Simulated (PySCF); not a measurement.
The potential of point charges around 2-ethylacrolein

Species: 2-ethylacrolein (`C(C)C(C=O)=C`). Coordinates (PBE0-D3(BJ)/def2-SVP, Å) and charges (e) from the PBE0/pcSseg-1 density (PySCF):

```
atom       x       y       z  Mulliken      IAO  Hirshfeld  ESP-fitted
  C1   0.976   1.607   0.325   -0.0439  -0.2745    -0.0691     -0.5182
  C2   0.615   0.386  -0.097   -0.4489  -0.0288    +0.0024     -0.0485
  C3   1.619  -0.699   0.015   +0.3368  +0.2486    +0.1204     +0.4173
  O4   1.436  -1.835  -0.345   -0.3580  -0.3959    -0.2169     -0.4389
  C5  -0.726   0.032  -0.670   -0.1428  -0.2556    -0.0668     +0.1675
  C6  -1.582  -0.792   0.288   -0.2892  -0.4065    -0.1149     -0.2679
  H7   0.300   2.465   0.266   +0.1257  +0.1563    +0.0566     +0.2320
  H8   1.972   1.782   0.744   +0.1257  +0.1503    +0.0514     +0.2080
  H9   2.596  -0.384   0.468   +0.0692  +0.0918    +0.0384     +0.0064
 H10  -1.253   0.956  -0.955   +0.1171  +0.1356    +0.0411     +0.0012
 H11  -0.561  -0.549  -1.592   +0.1401  +0.1532    +0.0425     +0.0148
 H12  -1.083  -1.738   0.542   +0.1363  +0.1503    +0.0368     +0.0923
 H13  -2.553  -1.035  -0.169   +0.1205  +0.1410    +0.0438     +0.0617
 H14  -1.775  -0.242   1.222   +0.1114  +0.1342    +0.0342     +0.0724
```

Points outside the species (Å): A (-0.1, -3.8, 2.0); B (2.1, 3.8, -1.5); C (1.1, 5.7, 2.6); D (6.5, 1.2, -2.6); E (-1.4, 4.2, -2.8).

Q: Find the potential V = 14.3996 V·Å × Σ q/r of each set of charges at these points.

A: In volts:

```tsv
point	nearest atom	distance (Å)	Mulliken	IAO	Hirshfeld	ESP-fitted
A	H12	2.71	-0.299	-0.357	-0.233	-0.293
B	H7	2.85	+0.216	+0.244	+0.192	+0.160
C	H7	4.07	+0.209	+0.207	+0.133	+0.183
D	H9	5.21	+0.003	+0.039	+0.025	+0.024
E	H10	3.73	+0.125	+0.169	+0.112	+0.160
```

Q: How far are the other sets from the ESP-fitted one at these points?

A: Root-mean-square difference: Mulliken 0.033 V, Hirshfeld 0.043 V, IAO 0.049 V. The ESP scheme is a least-squares fit of atom-centred charges to the potential on four shells outside the van der Waals surface, with the total charge fixed.

Q: What energy would a point charge of -1 e have at A in the field of the ESP charges, leaving out polarisation?

A: +0.293 eV = +28.3 kJ/mol, a repulsion.

Isolated species at its PBE0-D3(BJ)/def2-SVP geometry (one conformer only).

The run behind these numbers computed NMR shieldings as well. Hardware: one thread of an Arm Neoverse V1, shared host. Cost: 19 s wall (grids of density and orbitals included), 0.70 GiB resident at most.

Shape of the structure used: `[CH2:1]=[C:2]([CH:3]=[O:4])[CH2:5][CH3:6]`: C1–C2–C3–O4 -179°, C1–C2–C5–C6 -107°.
